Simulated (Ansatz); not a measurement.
CH$_{6}$Si, singlet: a relaxation.

Input (in.yaml):

```yaml
crystal:
  periodic: [false, false, false]
  atoms:
    - {symbol: Si, position_ang: [-1.172947, -0.000051, 0.263473]}
    - {symbol: C, position_ang: [0.647980, 0.693373, 0.289039]}
    - {symbol: H, position_ang: [-0.656353, -1.707302, 0.087579]}
    - {symbol: H, position_ang: [-0.396698, -1.568778, -0.454065]}
    - {symbol: H, position_ang: [-1.402205, -0.063226, -1.296078]}
    - {symbol: H, position_ang: [1.268020, 0.109226, 0.973926]}
    - {symbol: H, position_ang: [0.521748, 1.671668, 0.785863]}
    - {symbol: H, position_ang: [1.190456, 0.865090, -0.649737]}
basis:
  gaussian: {orbitals: def2-TZVP}
hamiltonian: {xc: pbe0, dispersion: d4}
relax: {f_tol: 0.005, max_steps: 200}
```

Run by:

```bash
ansatz run in.yaml --threads 2 --pin off --events-out ev --progress --plain --max-ram 4352MiB
```

Output of Ansatz 0.2.0:

```
Functional definition: PBE0
  name "PBE0"
  cite "Adamo & Barone, J. Chem. Phys. 110, 6158 (1999) doi:10.1063/1.478522"
  cite "Perdew, Burke & Ernzerhof, Phys. Rev. Lett. 77, 3865 (1996) doi:10.1103/PhysRevLett.77.3865"
  parent pbe
  parameter a = 0.25
  parameter kappa = 0.804
  parameter beta = 0.06672455060314922
  exchange = (1 - a)*pbe_x(kappa = kappa, mu = beta*pi^2/3) + a*exact_x
  correlation = pbe_c(beta = beta)
712 factors; their error is unknown
mean field evaluation 1: about -8999.6199 eV, gradient 4.9e1 eV
mean field evaluation 2: about -8996.1834 eV, gradient 5.6e1 eV
mean field evaluation 4: about -9005.1435 eV, gradient 1.2e0 eV
mean field evaluation 8: about -9005.1735 eV, gradient 2.4e-1 eV
mean field evaluation 16: about -9005.1736 eV, gradient 2.0e-5 eV
mean field -9005.17359173 eV, -330.9340255704 hartree, gradient 2.0e-5 eV, S^2 0.000000; 0 other end points of the search recorded, 0 dependent functions left out
the calculation of the forces begins
reference -9005.17361866 eV, -330.9340265599 hartree; 13, 13 occupied and 91, 91 virtual orbitals, 712 factors
relax step   1: F+E_penalty+E_count = -9005.26879856 eV  Δ(F+E_penalty+E_count) = +0.000e0 eV  max|allowed force component| = 7.507e0 eV/Å  Δτ_max = 0.0000 Å  (24 SCF iters, accepted)
relax step   2: F+E_penalty+E_count = -9005.90430900 eV  Δ(F+E_penalty+E_count) = -6.355e-1 eV  max|allowed force component| = 1.535e0 eV/Å  Δτ_max = 0.1232 Å  (28 SCF iters, accepted)
relax step   3: F+E_penalty+E_count = -9005.95055560 eV  Δ(F+E_penalty+E_count) = -4.625e-2 eV  max|allowed force component| = 2.434e-1 eV/Å  Δτ_max = 0.1344 Å  (27 SCF iters, accepted)
relax step   4: F+E_penalty+E_count = -9005.96440103 eV  Δ(F+E_penalty+E_count) = -1.385e-2 eV  max|allowed force component| = 1.273e-1 eV/Å  Δτ_max = 0.0499 Å  (27 SCF iters, accepted)
relax step   5: F+E_penalty+E_count = -9005.96929033 eV  Δ(F+E_penalty+E_count) = -4.889e-3 eV  max|allowed force component| = 1.169e-1 eV/Å  Δτ_max = 0.0370 Å  (27 SCF iters, accepted)
relax step   6: F+E_penalty+E_count = -9005.97457859 eV  Δ(F+E_penalty+E_count) = -5.288e-3 eV  max|allowed force component| = 7.378e-2 eV/Å  Δτ_max = 0.0328 Å  (27 SCF iters, accepted)
relax step   7: F+E_penalty+E_count = -9005.97625167 eV  Δ(F+E_penalty+E_count) = -1.673e-3 eV  max|allowed force component| = 5.194e-2 eV/Å  Δτ_max = 0.0281 Å  (27 SCF iters, accepted)
relax step   8: F+E_penalty+E_count = -9005.96270920 eV  Δ(F+E_penalty+E_count) = +1.354e-2 eV  max|allowed force component| = 2.817e-1 eV/Å  Δτ_max = 0.1074 Å  (26 SCF iters, rejected (line search))
relax step   9: F+E_penalty+E_count = -9005.97765873 eV  Δ(F+E_penalty+E_count) = -1.407e-3 eV  max|allowed force component| = 3.976e-2 eV/Å  Δτ_max = 0.0523 Å  (27 SCF iters, accepted)
relax step  10: F+E_penalty+E_count = -9005.97807678 eV  Δ(F+E_penalty+E_count) = -4.181e-4 eV  max|allowed force component| = 3.373e-2 eV/Å  Δτ_max = 0.0307 Å  (26 SCF iters, accepted)
relax step  11: F+E_penalty+E_count = -9005.97836528 eV  Δ(F+E_penalty+E_count) = -2.885e-4 eV  max|allowed force component| = 4.417e-2 eV/Å  Δτ_max = 0.0398 Å  (27 SCF iters, accepted)
relax step  12: F+E_penalty+E_count = -9005.97871374 eV  Δ(F+E_penalty+E_count) = -3.485e-4 eV  max|allowed force component| = 3.074e-2 eV/Å  Δτ_max = 0.0105 Å  (27 SCF iters, accepted)
relax step  13: F+E_penalty+E_count = -9005.97879905 eV  Δ(F+E_penalty+E_count) = -8.531e-5 eV  max|allowed force component| = 6.837e-3 eV/Å  Δτ_max = 0.0055 Å  (29 SCF iters, accepted)
relax step  14: F+E_penalty+E_count = -9005.97871484 eV  Δ(F+E_penalty+E_count) = +8.421e-5 eV  max|allowed force component| = 2.587e-2 eV/Å  Δτ_max = 0.0085 Å  (29 SCF iters, rejected (line search))
relax step  15: F+E_penalty+E_count = -9005.97883313 eV  Δ(F+E_penalty+E_count) = -3.408e-5 eV  max|allowed force component| = 4.124e-3 eV/Å  Δτ_max = 0.0041 Å  (20 SCF iters, accepted)
Total energy: -9005.97886042 eV, -330.9636186488 hartree
Atom 0 at    -1.105814    -0.106892     0.351825 Å, force     0.003985     0.001216    -0.001394 eV/Å
Atom 1 at     0.643364     0.668397     0.340087 Å, force    -0.003819    -0.002716     0.004124 eV/Å
Atom 2 at    -0.629387    -1.796148     0.005713 Å, force    -0.000876     0.000205    -0.000385 eV/Å
Atom 3 at    -0.380264    -1.486310    -0.698988 Å, force    -0.000669     0.000125     0.000509 eV/Å
Atom 4 at    -1.467749     0.093542    -1.112317 Å, force     0.001597     0.000705     0.001670 eV/Å
Atom 5 at     1.235031     0.322813     1.190935 Å, force     0.001583    -0.001072    -0.001624 eV/Å
Atom 6 at     0.478088     1.741692     0.496985 Å, force    -0.003889     0.002146    -0.001756 eV/Å
Atom 7 at     1.226732     0.562907    -0.574239 Å, force     0.002089    -0.000608    -0.001144 eV/Å
Dipole moment:     0.250380    -0.107106    -0.109206 e Å

[the SCF lines of later steps are left out]
```

Hardware: 2 CPU threads of an Arm Neoverse V1, shared host. Wall time about 18 s.
